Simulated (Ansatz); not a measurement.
Geometry optimisation, Ansatz, RKS revPBE/def2-SVP.

The input (input.yaml):

```yaml
crystal:
  periodic: [false, false, false]
  atoms:
    - { symbol: O, position_ang: [0.8532, -1.2975, -0.7531] }
    - { symbol: C, position_ang: [0.1867, -0.4311, 0.2181] }
    - { symbol: O, position_ang: [0.1821, -0.9338, 1.5305] }
    - { symbol: C, position_ang: [0.4196, 1.0613, 0.06] }
    - { symbol: C, position_ang: [-0.9779, 0.3973, -0.2129] }
    - { symbol: F, position_ang: [-1.3896, 0.3216, -1.5162] }
    - { symbol: H, position_ang: [0.3715, -1.1515, -1.615] }
    - { symbol: H, position_ang: [-0.74245, -1.30004, 1.70452] }
    - { symbol: H, position_ang: [0.4535, 1.6618, 1.0042] }
    - { symbol: H, position_ang: [0.9022, 1.421, -0.7654] }
    - { symbol: H, position_ang: [-1.8211, 0.5511, 0.4968] }
basis:
  gaussian: { orbitals: def2-SVP }
hamiltonian:
  xc: revpbe
relax:
  f_tol: 0.015
  max_steps: 40
```

Launched with:

```bash
$ ansatz run input.yaml --threads 2 --pin off --max-ram 3072MiB --backend cpu --events-out ev --progress --plain --runs-dir out
```

Question: Where does it end, and by what steps?

Answer: The forces met the threshold. After 9 steps the energy has fallen by 0.436 eV; H8 moved furthest, 0.62 Å.

```csv
step,energy less start (eV),largest force component (eV/Å),accepted
0,0.0000,3.554,yes
1,-0.2901,1.176,yes
2,-0.3917,0.817,yes
3,-0.4101,0.521,yes
4,-0.4085,0.761,no
5,-0.4325,0.161,yes
6,-0.4350,0.067,yes
7,-0.4357,0.060,yes
8,-0.4359,0.015,yes
9,-0.4359,0.005,yes
```

```xyz
11
Properties=species:S:1:pos:R:3
O 0.734 -1.269 -0.641
C 0.140 -0.381 0.263
O 0.109 -0.848 1.570
C 0.362 1.110 0.099
C -0.982 0.494 -0.260
F -1.301 0.365 -1.607
H 0.149 -1.299 -1.425
H -0.324 -1.725 1.540
H 0.413 1.753 0.993
H 1.008 1.401 -0.744
H -1.870 0.698 0.364
```

Run time: 23 s on 2 threads of Arm Neoverse V1, with other jobs on the host, peak memory 0.21 GiB.
